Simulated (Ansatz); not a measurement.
Magnesium, hcp: convergence with the plane-wave cutoff

Computed with Ansatz, PBE, scalar-relativistic PAW, on the relaxed cell (a = 3.195 Å, c = 5.188 Å (c/a = 1.624); spin not included). Errors count from a run at 420 eV on a Γ-centred 19×19×10 mesh with Fermi-Dirac smearing of 0.1 eV, extrapolated to zero width. Fixed here: mesh 11×11×6, Fermi-Dirac width 0.1 eV. The pressure holds a Pulay correction and is unreliable far below the recommended cutoff. The SCF starts from atomic densities corrected by a trained network.

```csv
cutoff (eV),E(σ→0) error (meV/atom),P (GPa),SCF iterations
150,15402.1,4.63,6
200,1776.8,0.62,6
250,191.8,0.06,6
300,9.0,0.00,6
350,-8.6,0.01,6
420,-9.5,0.00,6
500,-9.7,0.00,6
600,-9.7,0.00,6
800,-9.8,0.00,6
```

Within 5 meV/atom of the last row: from 350 eV on.
